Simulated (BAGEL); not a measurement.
# HF/6-31G(d) (density fitting with cc-pvqz-jkfit, spherical functions) run of C5H8 (SMILES C=CCC=C)

Aim: the vertical ionisation energy of C5H8 at HF/6-31G* (density fitting with cc-pvqz-jkfit, spherical functions), from 2 runs. 

The calculation is run with BAGEL 1.2.2.

2 further runs of the same task are left out: 2 set aside as unsound or not needed.

### 1 The system as given

C5H8 has 13 atoms, charge 0, and is taken as a singlet. As SMILES, `C=CCC=C`. The shape is that of a PBE0-D4/def2-TZVP optimisation. This is one conformer, not always the lowest.

Bond lengths: C1–C2 1.325 Å, C2–C3 1.498 Å, C3–C4 1.498 Å, C4–C5 1.325 Å, C1–H6 1.086 Å, C1–H7 1.084 Å, C2–H8 1.088 Å, C3–H9 1.096 Å, C3–H10 1.096 Å, C4–H11 1.088 Å, C5–H12 1.086 Å, C5–H13 1.084 Å. Some angles: C1–C2–C3 124.9°, C2–C3–C4 111.8°, C3–C4–C5 124.9°, C1–C2–H8 119.4°, C3–C2–H8 115.6°, C2–C1–H6 121.4°, C2–C1–H7 121.6°, C2–C3–H9 109.0°, C2–C3–H10 109.8°, C4–C3–H9 109.8°.

### 2 A single-point energy at HF/6-31G(d) (density fitting with cc-pvqz-jkfit, spherical functions)

input.json reads:

```json
{ "bagel": [

{
  "title": "molecule",
  "basis": "6-31gs.json",
  "df_basis": "cc-pvqz-jkfit",
  "angstrom": "true",
  "geometry": [
    { "atom": "C", "xyz": [      -0.915460,       1.603210,      -1.477320 ] },
    { "atom": "C", "xyz": [       0.029350,       0.880420,      -0.893480 ] },
    { "atom": "C", "xyz": [      -0.156070,      -0.510820,      -0.370950 ] },
    { "atom": "C", "xyz": [       0.061710,      -0.583130,       1.109020 ] },
    { "atom": "C", "xyz": [       1.009800,      -1.294020,       1.702060 ] },
    { "atom": "H", "xyz": [      -1.916380,       1.209870,      -1.628060 ] },
    { "atom": "H", "xyz": [      -0.724340,       2.610440,      -1.828840 ] },
    { "atom": "H", "xyz": [       1.019910,       1.308400,      -0.752450 ] },
    { "atom": "H", "xyz": [      -1.168910,      -0.850990,      -0.614460 ] },
    { "atom": "H", "xyz": [       0.544880,      -1.190850,      -0.868020 ] },
    { "atom": "H", "xyz": [      -0.614050,       0.017810,       1.714420 ] },
    { "atom": "H", "xyz": [       1.705180,      -1.899450,       1.128320 ] },
    { "atom": "H", "xyz": [       1.124390,      -1.300900,       2.779760 ] }
  ]
},

{ "title": "hf" },

{ "title": "print", "file": "orbitals.molden", "orbitals": "true" }

]}
```

The basis set 6-31G* is read from a file made from the Basis Set Exchange's data (not shown).

Started as:

```console
BAGEL_NUM_THREADS=1 BAGEL input.json > input.out
```

The program printed:

```text
* using 1 threads per process

  ===============================================================
  ===============================================================

  *** Geometry ***

  { "atom" : "C", "xyz" : [     -1.729969,      3.029628,     -2.791730 ] },
  { "atom" : "C", "xyz" : [      0.055463,      1.663753,     -1.688432 ] },
  { "atom" : "C", "xyz" : [     -0.294930,     -0.965310,     -0.700994 ] },
  { "atom" : "C", "xyz" : [      0.116615,     -1.101956,      2.095744 ] },
  { "atom" : "C", "xyz" : [      1.908245,     -2.445343,      3.216427 ] },
  { "atom" : "H", "xyz" : [     -3.621433,      2.286323,     -3.076588 ] },
  { "atom" : "H", "xyz" : [     -1.368804,      4.933017,     -3.456007 ] },
  { "atom" : "H", "xyz" : [      1.927351,      2.472518,     -1.421924 ] },
  { "atom" : "H", "xyz" : [     -2.208920,     -1.608138,     -1.161161 ] },
  { "atom" : "H", "xyz" : [      1.029674,     -2.250380,     -1.640320 ] },
  { "atom" : "H", "xyz" : [     -1.160386,      0.033656,      3.239784 ] },
  { "atom" : "H", "xyz" : [      3.222323,     -3.589440,      2.132216 ] },
  { "atom" : "H", "xyz" : [      2.124789,     -2.458345,      5.252985 ] },

  Number of auxiliary basis functions:      938

  Since a DF basis is specified, we compute 2- and 3-index integrals:
    o Being stored without compression. Storage requirement is 0.055 GB

  Number of basis functions:       86
  Number of electrons      :       38

    * METHOD: MOLECULE                             1.50

  *** RHF ***

  === Nuclear Repulsion ===
   155.9816366293

      * DIIS with orbital gradients will be used.

  === RHF iteration (6-31gs.json) ===
      0       -193.81856046          0.01459808           0.18
      1       -193.93502915          0.00429422           0.18
      2       -193.94578909          0.00136037           0.20
      3       -193.94690244          0.00016911           0.19
      4       -193.94692142          0.00008247           0.21
      5       -193.94692545          0.00001064           0.19
      6       -193.94692561          0.00000403           0.18
      7       -193.94692563          0.00000147           0.17
      8       -193.94692563          0.00000046           0.18
      9       -193.94692563          0.00000014           0.19
     10       -193.94692563          0.00000003           0.18
     11       -193.94692563          0.00000001           0.18
     12       -193.94692563          0.00000000           0.17
    * SCF iteration converged.

    * Permanent dipole moment:
           (    0.004589,     0.015047,     0.010959) a.u.

    * METHOD: HF                                   2.78

    * METHOD: PRINT                                0.01

  ===============================================================
```

Wall time 4.8 s (1 thread of Intel Xeon Platinum 8259CL at 2.50GHz (Skylake/Cascade Lake), shared host); peak memory 0.2 GiB.

### 3 The doublet cation

hf.json reads:

```json
{ "bagel" : [

{
  "title" : "molecule",
  "basis" : "6-31gs.json",
  "df_basis" : "cc-pvqz-jkfit",
  "angstrom" : true,
  "geometry" : [
    { "atom" : "C", "xyz" : [      -0.915460,       1.603210,      -1.477320 ] },
    { "atom" : "C", "xyz" : [       0.029350,       0.880420,      -0.893480 ] },
    { "atom" : "C", "xyz" : [      -0.156070,      -0.510820,      -0.370950 ] },
    { "atom" : "C", "xyz" : [       0.061710,      -0.583130,       1.109020 ] },
    { "atom" : "C", "xyz" : [       1.009800,      -1.294020,       1.702060 ] },
    { "atom" : "H", "xyz" : [      -1.916380,       1.209870,      -1.628060 ] },
    { "atom" : "H", "xyz" : [      -0.724340,       2.610440,      -1.828840 ] },
    { "atom" : "H", "xyz" : [       1.019910,       1.308400,      -0.752450 ] },
    { "atom" : "H", "xyz" : [      -1.168910,      -0.850990,      -0.614460 ] },
    { "atom" : "H", "xyz" : [       0.544880,      -1.190850,      -0.868020 ] },
    { "atom" : "H", "xyz" : [      -0.614050,       0.017810,       1.714420 ] },
    { "atom" : "H", "xyz" : [       1.705180,      -1.899450,       1.128320 ] },
    { "atom" : "H", "xyz" : [       1.124390,      -1.300900,       2.779760 ] }
  ]
},

{
  "title" : "uhf",
  "charge" : 1,
  "nopen" : 1
},

{
  "title" : "print",
  "file" : "orbitals.molden",
  "orbitals" : true
}

]}
```

The basis set 6-31G* is read from a file made from the Basis Set Exchange's data (not shown).

Started as:

```console
BAGEL_NUM_THREADS=1 BAGEL hf.json > hf.out
```

The program printed:

```text
* using 1 threads per process

  ===============================================================
  ===============================================================

  *** Geometry ***

  { "atom" : "C", "xyz" : [     -1.729969,      3.029628,     -2.791730 ] },
  { "atom" : "C", "xyz" : [      0.055463,      1.663753,     -1.688432 ] },
  { "atom" : "C", "xyz" : [     -0.294930,     -0.965310,     -0.700994 ] },
  { "atom" : "C", "xyz" : [      0.116615,     -1.101956,      2.095744 ] },
  { "atom" : "C", "xyz" : [      1.908245,     -2.445343,      3.216427 ] },
  { "atom" : "H", "xyz" : [     -3.621433,      2.286323,     -3.076588 ] },
  { "atom" : "H", "xyz" : [     -1.368804,      4.933017,     -3.456007 ] },
  { "atom" : "H", "xyz" : [      1.927351,      2.472518,     -1.421924 ] },
  { "atom" : "H", "xyz" : [     -2.208920,     -1.608138,     -1.161161 ] },
  { "atom" : "H", "xyz" : [      1.029674,     -2.250380,     -1.640320 ] },
  { "atom" : "H", "xyz" : [     -1.160386,      0.033656,      3.239784 ] },
  { "atom" : "H", "xyz" : [      3.222323,     -3.589440,      2.132216 ] },
  { "atom" : "H", "xyz" : [      2.124789,     -2.458345,      5.252985 ] },

  Number of auxiliary basis functions:      938

  Since a DF basis is specified, we compute 2- and 3-index integrals:
    o Being stored without compression. Storage requirement is 0.055 GB

  Number of basis functions:       86
  Number of electrons      :       38

    * METHOD: MOLECULE                             2.87

  *** Open-shell HF ***

  === Nuclear Repulsion ===
   155.9816366293

      * DIIS with orbital gradients will be used.

  === UHF iteration (6-31gs.json) ===
      0       -193.52117901          0.02378610           0.50
      1       -193.61862639          0.00626283           0.39
      2       -193.62767702          0.00189532           0.36
      3       -193.62971692          0.00090411           0.41
      4       -193.63048855          0.00041188           0.39
      5       -193.63101105          0.00028453           0.36
      6       -193.63150150          0.00020561           0.36
      7       -193.63172309          0.00014507           0.36
      8       -193.63191342          0.00004573           0.36
      9       -193.63192753          0.00002870           0.36
     10       -193.63193472          0.00001619           0.39
     11       -193.63193604          0.00001299           0.36
     12       -193.63193632          0.00001404           0.36
     13       -193.63193610          0.00001196           0.36
     14       -193.63193584          0.00000586           0.36
     15       -193.63193585          0.00000284           0.36
     16       -193.63193585          0.00000163           0.35
     17       -193.63193585          0.00000114           0.37
     18       -193.63193585          0.00000076           0.36
     19       -193.63193586          0.00000068           0.37
     20       -193.63193586          0.00000058           0.36
     21       -193.63193586          0.00000049           0.36
     22       -193.63193586          0.00000031           0.35
     23       -193.63193586          0.00000010           0.36
     24       -193.63193586          0.00000009           0.37
     25       -193.63193586          0.00000003           0.36
     26       -193.63193586          0.00000002           0.35
     27       -193.63193586          0.00000001           0.40
     28       -193.63193586          0.00000001           0.35
    * SCF iteration converged.

    * S^2 (UHF) is 0.8761

    * Permanent dipole moment:
           (   -0.046219,    -0.151223,    -0.109783) a.u.

    * METHOD: UHF                                 11.18

    * METHOD: PRINT                                0.01

  ===============================================================
```

It took 15 s on 1 thread of Intel Xeon Platinum 8259CL at 2.50GHz (Skylake/Cascade Lake), shared host; peak memory 0.2 GiB.

### 4 Summary of results

At HF/6-31G* (density fitting with cc-pvqz-jkfit, spherical functions):

| quantity | value |
| --- | --- |
| singlet C5H8: total energy | -193.94693 Eh |
| singlet C5H8: dipole moment | 0.05 D |
| singlet C5H8: HOMO energy | -9.58 eV |
| singlet C5H8: LUMO energy | 4.44 eV |
| singlet C5H8: HOMO–LUMO gap | 14.03 eV |
| doublet cation: total energy | -193.63194 Eh |
| doublet cation: ⟨S²⟩ | 0.876 |
| vertical ionisation energy (to the doublet cation) | 8.571 eV |

**Reading.** Removing an electron at fixed nuclei costs 8.57 eV (198 kcal/mol). The negative HOMO energy of the first species, 9.58 eV, lies 1.01 eV above that difference. ⟨S²⟩ (doublet cation) is 0.88 where a pure doublet has 0.75: the reference is spin-contaminated.
